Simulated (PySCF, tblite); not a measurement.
Compound: 2-methylpropanoyl fluoride, C4H7FO.
SMILES with atom numbers: `[CH3:1][CH:2]([CH3:3])[C:4](=[O:5])[F:6]` (hydrogens: H7, H8, H9 on C1; H10 on C2; H11, H12, H13 on C3)

Geometry (GFN2-xTB, Å), atoms numbered from 1 in this order:
```xyz
13
C4H7FO angstrom
C     -0.6533   -1.2561    0.2544
C     -0.1008    0.0051   -0.4009
C      1.3572    0.2643    0.0036
C     -0.9149    1.1966   -0.0040
O     -1.7313    1.3232    0.8364
F     -0.5879    2.2812   -0.7761
H     -0.0610   -2.1185   -0.0400
H     -1.6858   -1.4219   -0.0430
H     -0.6225   -1.1617    1.3370
H     -0.1486   -0.0790   -1.4926
H      1.9716   -0.5829   -0.2891
H      1.7394    1.1576   -0.4845
H      1.4336    0.3925    1.0811
```

Computed with CAM-B3LYP/def2-SVPD in PySCF (dipole) on a GFN2-xTB geometry, gas phase.

Take the most abundant isotopes and a rigid rotor. The values belong to one conformer with, in the numbering `[CH3:1][CH:2]([CH3:3])[C:4](=[O:5])[F:6]`, C1–C2–C4–O5 12°.

(1) Give the principal moments of inertia and the rotational constants in MHz.

(2) Classify the top.

(3) What does the inertial defect say?

(4) Which types of transition are allowed, and where do some lines up to J = 3 fall?

## Answers

(1) Ia = 102.36, Ib = 163.26, Ic = 227.47 u·Å²; 505379 MHz·u·Å²/I gives A = 4937, B = 3096, C = 2222 MHz.

(2) An asymmetric top; Ray's κ = -0.356.

(3) Not planar: Δ = Ic − Ia − Ib = -38.15 u·Å². For a rigid frame Δ = −2 Σ m c², so Σ m c² = 19.07 u·Å² lies off the ab plane: 6.56 from hydrogen and 12.51 from heavier atoms. The atom farthest from that plane is 1.58 Å away.

(4) The dipole components are |μa| = 2.89 D, |μb| = 1.23 D, |μc| = 0.79 D. The squared components, which scale the intensities, stand as 1.00 : 0.18 : 0.07 (a : b : c). Some lines, for components of 0.1 D or more:

```tsv
type	branch	J(Ka,Kc)	MHz	lower level (cm⁻¹)
a	Q	3(2,1) ← 3(2,2)	1119	1.368
c	Q	1(1,1) ← 1(0,1)	1842	0.177
b	Q	1(1,0) ← 1(0,1)	2715	0.177
c	Q	3(2,2) ← 3(1,2)	4395	1.222
a	Q	3(1,2) ← 3(1,3)	5198	1.048
a	R	1(0,1) ← 0(0,0)	5317	0.000
a	R	2(0,2) ← 1(0,1)	10390	0.177
b	R	2(1,2) ← 1(0,1)	11602	0.177
c	R	2(1,1) ← 1(0,1)	14224	0.177
a	R	3(2,2) ← 2(2,1)	15952	0.836
b	R	2(2,0) ← 1(1,1)	18152	0.239
b	R	3(3,1) ← 2(2,0)	27236	0.844
c	R	3(3,1) ← 2(2,1)	27481	0.836
```

Its GFN2-xTB frequencies are all real (lowest 45 cm⁻¹). Zero-point vibration and centrifugal distortion are left out. A rigid rotor knows nothing of internal rotation, which can split or shift real lines.
